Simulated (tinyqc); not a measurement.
Harmonic frequencies on the RHF/sto-6g surface (energies and gradients from PySCF), for LiH, spin multiplicity 1, step by step. Computed by tinyqc, a small Python program that keeps every step (integrals from PySCF). Settings: charge = 0, multiplicity = 1, basis = sto-6g, delta = 0.002. Command: `OMP_NUM_THREADS=1 python tinyqc.py 27062 27063 out.jsonl` (the two numbers bound the seeds that draw the settings). One thread of a shared host (Intel(R) Xeon(R) Processor @ 2.60GHz), about 2 s of CPU time with the checks.

## One row of the Hessian: 1Liz

optimised positions (bohr):
```
,x,y,z
1Li,0.00000,0.00000,0.19411
2H,0.00000,0.00000,3.04110
```

gradient at +delta (hartree/bohr):
```
,x,y,z
1Li,0.0000000,0.0000000,0.0002371
2H,0.0000000,0.0000000,-0.0002371
```

gradient at -delta (hartree/bohr):
```
,x,y,z
1Li,0.0000000,0.0000000,-0.0002301
2H,0.0000000,0.0000000,0.0002301
```

Displace 1Liz by +/-0.002 bohr; H(k, :) = (g(+) - g(-)) / (2 delta).

row of the Hessian (hartree/bohr^2): 1Lix 0.0000000, 1Liy 0.0000000, 1Liz 0.1168010, 2Hx 0.0000000, 2Hy 0.0000000, 2Hz -0.1168010

## Hessian by finite differences

All rows are made in the same way, and the matrix is symmetrised.

Hessian (symmetrised) (hartree/bohr^2), lower triangle:
```
,1Lix,1Liy,1Liz,2Hx,2Hy,2Hz
1Lix,-0.0000011
1Liy,0.0000000,-0.0000011
1Liz,0.0000000,0.0000000,0.1168010
2Hx,0.0000011,0.0000000,0.0000000,-0.0000011
2Hy,0.0000000,0.0000011,0.0000000,0.0000000,-0.0000011
2Hz,0.0000000,0.0000000,-0.1168010,0.0000000,0.0000000,0.1168010
```

## Normal modes

masses (u): 1Li 7.01600, 2H 1.00782

Diagonalise H_ij / sqrt(m_i m_j); the 5 smallest eigenvalues belong to translations and rotations; wavenumber = sqrt(eigenvalue / 1822.888) x 219474.63; each mode has its largest component positive (the first on a tie); zero-point energy = sum of wavenumbers / 2, with 349.755 1/cm per kcal/mol.

eigenvalues of the mass-weighted Hessian (hartree/(bohr^2 u)): 0.00000  0.00000  0.00000  0.00000  0.00000  0.13254

harmonic wavenumbers of the vibrations (1/cm): 1871.5

mass-weighted modes:
```
,mode 1
1Lix,0.00000
1Liy,0.00000
1Liz,-0.35441
2Hx,0.00000
2Hy,0.00000
2Hz,0.93509
```

zero-point energy = 2.67539 kcal/mol
